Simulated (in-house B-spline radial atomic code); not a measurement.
# Removing the outer electron along the 12-electron series: Mg to Ar⁶⁺

All numbers come from a B-spline radial code for spherical atoms, all electrons, at the radial basis limit: mean fields, RPA and GW scalar-relativistic (one-electron X2C; non-relativistic for the lightest neutral atoms and singly charged ions), without spin-orbit coupling, Breit or QED terms, open shells spin-polarised at highest spin; Brueckner, CI + MBPT and self-energy runs four-component with Breit and QED terms. References are NIST's ionisation energies.

Columns: (a) minus the highest LDA VWN5 level; (b) minus the highest PBE level; (c) minus the highest r2SCAN level; (d) minus the highest PBE0 level; (e) minus the highest B3LYP (VWN-RPA) level; (f) MP2, difference of total energies. Each gives computed minus reference, in eV; a star marks a semi-empirical reference. Species are left out where the tabulated value is theory, is uncertain by more than 0.12 eV, or (13 ions, such as In⁴⁺, Te⁴⁺ and Bi⁴⁺) lies off its series for all methods alike, which flatters the means a little.

```json
{"species": "Mg", "configuration": "[Ne] 3s2", "reference (eV)": "7.65", "(a)": "-2.87", "(b)": "-2.94", "(c)": "-2.83", "(d)": "-2.21", "(e)": "-2.35", "(f)": "-0.19"}
{"species": "Al⁺", "configuration": "[Ne] 3s2", "reference (eV)": "18.83", "(a)": "-3.91", "(b)": "-4.02", "(c)": "-3.87", "(d)": "-3.06", "(e)": "-3.19", "(f)": "-0.20"}
{"species": "Si²⁺", "configuration": "[Ne] 3s2", "reference (eV)": "33.49", "(a)": "-4.84", "(b)": "-4.96", "(c)": "-4.78", "(d)": "-3.80", "(e)": "-3.93", "(f)": "-0.22"}
{"species": "P³⁺", "configuration": "[Ne] 3s2", "reference (eV)": "51.44", "(a)": "-5.70", "(b)": "-5.84", "(c)": "-5.63", "(d)": "-4.49", "(e)": "-4.63", "(f)": "-0.24"}
{"species": "S⁴⁺", "configuration": "[Ne] 3s2", "reference (eV)": "72.59", "(a)": "-6.54", "(b)": "-6.68", "(c)": "-6.45", "(d)": "-5.15", "(e)": "-5.30", "(f)": "-0.25"}
{"species": "Cl⁵⁺", "configuration": "[Ne] 3s2", "reference (eV)": "96.94 ± 0.04*", "(a)": "-7.40", "(b)": "-7.53", "(c)": "-7.29", "(d)": "-5.83", "(e)": "-5.99", "(f)": "-0.31"}
{"species": "Ar⁶⁺", "configuration": "[Ne] 3s2", "reference (eV)": "124.41 ± 0.06*", "(a)": "-8.24", "(b)": "-8.37", "(c)": "-8.11", "(d)": "-6.49", "(e)": "-6.66", "(f)": "-0.36"}
```

**Question.** How do the methods rank over these species?

**Answer.** Mean absolute differences: MP2, difference of total energies 0.25 eV; minus the highest PBE0 level 4.43 eV; minus the highest B3LYP (VWN-RPA) level 4.58 eV; minus the highest r2SCAN level 5.56 eV; minus the highest LDA VWN5 level 5.64 eV; minus the highest PBE level 5.76 eV. One-signed throughout: minus the highest LDA VWN5 level (too low), minus the highest PBE level (too low), minus the highest r2SCAN level (too low), minus the highest PBE0 level (too low), minus the highest B3LYP (VWN-RPA) level (too low), MP2, difference of total energies (too low). Levels of semilocal functionals lie too high since their potentials lack the −1/r tail; exact exchange restores part of it.
